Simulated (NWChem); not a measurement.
# DMSO (C2H6OS); SMILES CS(C)=O

Program: NWChem. The geometry was optimised at PBE0/def2-SVP. Level: PBE0/def2-SVP with SMD (1 M gas to 1 M solution), gas-phase geometry.

Question: Estimate the computed values for solvent n-hexane. Quantities: solvation free energy (kcal/mol); cavity-dispersion-structure term (kcal/mol); dipole in solution (D).

Answer: 
```yaml
solvation free energy (kcal/mol): -4.2
cavity-dispersion-structure term (kcal/mol): -1.2
dipole in solution (D): 4.37
```
